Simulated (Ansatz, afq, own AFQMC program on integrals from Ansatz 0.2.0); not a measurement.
## AFQMC, coupled cluster and functionals along a coordinate of BNH, quartet

```xyz
3

B     0.0000   -0.1852    0.7730
N     0.0000    0.0874   -0.7050
H     0.0000    0.7718    1.5065
```

All coordinates are scaled about the centre. Energies in kcal/mol count from this geometry (1.000) at the same level; the start stands on UHF, each point on the determinant named.

Basis cc-pVDZ. Noble-gas cores (and the filled d shells of Ga–Kr and In–Xe) are frozen. Integrals, coupled cluster, full CI and functionals: Ansatz 0.2.0; the random walks run on the same integrals in our own AFQMC program. ph-AFQMC/CISD is guided by a CISD state made of CCSD amplitudes; releasing the constraint for a short imaginary time cuts its bias at the price of noise, slowly where states lie close. Error bars are statistical, one sigma.

Cautions, each for one point or more: higher spins were not checked; lower spins were not checked; raised T1 diagnostic; strong correlation; unrestricted determinant spin contaminated; walk and cluster series may follow different spin states.

```csv
scale of all distances,det.,T1,weight,⟨S²⟩,CCSD(T),ph-AFQMC/CISD,released AFQMC,CCSDT(Q),B3LYP,B2PLYP
0.890,UHF,0.021,0.92,3.76,22.0,22.3 ± 0.2,–,22.2,19.5,19.7
1.112,UHF,0.023,0.91,3.77,7.0,7.0 ± 0.2,6.9 ± 0.4,6.8,8.4,8.7
1.300,UHF,0.037,0.87,3.89,40.0,39.4 ± 0.3,–,39.2,43.2,44.9
1.472,UHF,0.043,0.84,4.04,67.6,66.9 ± 0.4,66.6 ± 0.6*,66.6,74.7,77.3§
1.779,UHF¶,0.092,0.70,4.41,93.6,93.9 ± 0.3,93.3 ± 0.5*,92.7,111.2§,112.2§
2.023,UHF¶,0.077,0.70,4.57,106.5,105.2 ± 0.4,105.0 ± 0.9*,104.8,127.4§,125.7§
```

Weight is that of the determinant in the CISD state; at the start T1 is 0.022 and the weight 0.92, and ⟨S²⟩ is 3.76. ¶ marks points with a poor determinant and no full CI, where no value is sure; they don't count among the departures. An asterisk marks released energies that aren't shown to be converged. A dash marks a missing value, a released energy that hasn't settled or a functional that sits on another state. § marks a functional whose ⟨S²⟩ is too high by over 0.1. Largest departures from CCSDT(Q), at the points where its series has closed: CCSD(T) 0.8 kcal/mol at 1.300 (on UHF), ph-AFQMC/CISD 0.3 kcal/mol at 1.112 (on UHF) (within the noise), B3LYP 4.0 kcal/mol at 1.300, B2PLYP 5.7 kcal/mol at 1.300. Functionals count only at points shown to share the start's state and spin. In this small basis the wave-function levels are far from their limit, so their gap to the functionals isn't the functionals' error.

Some points may be missing: those where a free walk finds a much lower state, and past Zn most of those on another determinant than at the start.

A walk keeps the symmetry of its determinant, which the program's search chose and which needn't be the lowest solution, so a lower state of the same spin and another symmetry isn't excluded.
